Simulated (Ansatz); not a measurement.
hcp Ru was calculated with r²SCAN (Ansatz, an electronic-structure program, PAW).

Numerical settings: plane-wave cutoff 500 eV, 22×22×1 k mesh (along the axes of the cell as run), Fermi–Dirac smearing 0.1 eV, scalar-relativistic PAW data made under PBE.

Problem. Predict the surface energy of the (10-11) face and work function of the (10-11) face.

Solution. 
* **surface energy of the (10-11) face**: 3.75 J/m²
* **work function of the (10-11) face**: 4.09 eV

The slab of 12 atoms is relaxed and unreconstructed.

The computed numbers hold no vibrational or temperature effects.
